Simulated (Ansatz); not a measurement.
Barrier from H (doublet) + HCl (chlorane, SMILES Cl) to the saddle point below; all geometries are those of the NHTBH38 set.
```
Cl
H 1 1.4858
H 1 1.4858 2 180.00
```
Charge 0, spin multiplicity 2.

Total energies in hartree (Ansatz, a first-principles code). Radicals and triplets start from unrestricted determinants; spin-orbit coupling is neglected. Cores are frozen in correlated methods. No relativity. Where a partner has so few electrons that a lower coupled-cluster level is exact, that level stands in. The UHF reference of ClH2 (saddle point or complex, doublet) is spin-contaminated (<S^2> up to 0.07 over the pure value in the sets run).

```tsv
species	HF/aug-cc-pV(T+d)Z	CCSD(T)/aug-cc-pV(T+d)Z	HF/aug-cc-pV(Q+d)Z	CCSD(T)/aug-cc-pV(Q+d)Z	CCSDT(Q)/aug-cc-pV(T+d)Z
1: H (doublet)	-0.49982	-0.49982	-0.49995	-0.49995	-0.49982
2: HCl (SMILES Cl)	-460.10865	-460.34571	-460.11202	-460.36583	-460.34664
3: ClH2 (complex or saddle point, doublet)	-460.55861	-460.81618	-460.56208	-460.83706	-460.81754
```

Problem. Work out the barrier height (electronic, no zero-point energy) in kcal/mol: take Hartree-Fock from aug-cc-pV(Q+d)Z, extrapolate the CCSD(T) correlation energy as X^-3 (X = 3, 4), and add CCSDT(Q) - CCSD(T) in aug-cc-pV(T+d)Z. 1 hartree = 627.51 kcal/mol.

Solution. 
Species 1: correlation (64·(0.00000) - 27·(0.00000))/37 = 0.00000; step +0.00000; E1 = -0.49995 + (0.00000) + (+0.00000) = -0.49995
Species 2: correlation (64·(-0.25381) - 27·(-0.23706))/37 = -0.26603; step -0.00093; E2 = -460.11202 + (-0.26603) + (-0.00093) = -460.37898
Species 3: correlation (64·(-0.27498) - 27·(-0.25757))/37 = -0.28768; step -0.00136; E3 = -460.56208 + (-0.28768) + (-0.00136) = -460.85112
-1·E1 -1·E2 +1·E3 = 0.02781 hartree = 17.5 kcal/mol. Published benchmark value: 18.0 kcal/mol (Zhao et al., NHTBH38), a best estimate, not a measurement. The composite differs from it by -0.5 kcal/mol; core, relativistic and spin-orbit terms are not in it.
